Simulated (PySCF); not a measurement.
This PySCF input (B3LYP/6-311++G(2d,2p)) gives -477.42838 Eh with 139 basis functions.

```python
import numpy as np, basis_set_exchange as bse
from pyscf import gto, scf, dft, df

basis = {'C': gto.basis.parse(bse.get_basis('6-311++G(2d,2p)', elements=['C'], fmt='nwchem')), 'H': gto.basis.parse(bse.get_basis('6-311++G(2d,2p)', elements=['H'], fmt='nwchem')), 'S': gto.basis.parse(bse.get_basis('6-311++G(2d,2p)', elements=['S'], fmt='nwchem'))}
mol = gto.M(
    atom='''
    C     1.53627673    0.57214827    0.32255110
    C     0.05198928    0.83817034    0.12503813
    S    -0.85436042   -0.66617625   -0.25128999
    H    -1.61383760   -0.85876183    0.86582543
    H    -0.11397751    1.50680258   -0.72768466
    H     2.07101338    1.53091325    0.40204664
    H     1.72829395    0.03199031    1.26074749
    H     2.06867853   -0.01403613   -0.46583059
    ''',
    basis=basis,
    charge=-1,
    verbose=4,
    max_memory=8640,
)
mf = dft.RKS(mol, xc='b3lyp')
mf.grids.level = 3
mf = mf.density_fit(auxbasis=df.autoaux(mol))
mf.conv_tol = 1e-9
mf.max_cycle = 100
print('smallest overlap eigenvalue', np.linalg.eigvalsh(mol.intor('int1e_ovlp'))[0])
mf.kernel()
dip = mf.dip_moment()
```

Change:
```diff
- basis = {'C': gto.basis.parse(bse.get_basis('6-311++G(2d,2p)', elements=['C'], fmt='nwchem')), 'H': gto.basis.parse(bse.get_basis('6-311++G(2d,2p)', elements=['H'], fmt='nwchem')), 'S': gto.basis.parse(bse.get_basis('6-311++G(2d,2p)', elements=['S'], fmt='nwchem'))}
+ basis = {'C': gto.basis.parse(bse.get_basis('def2-SVPD', elements=['C'], fmt='nwchem')), 'H': gto.basis.parse(bse.get_basis('def2-SVPD', elements=['H'], fmt='nwchem')), 'S': gto.basis.parse(bse.get_basis('def2-SVPD', elements=['S'], fmt='nwchem'))}
```

Task: What does the run give now?

Result: -477.21249 Eh (B3LYP/def2-SVPD, 107 functions), a change of +215.89 mEh.
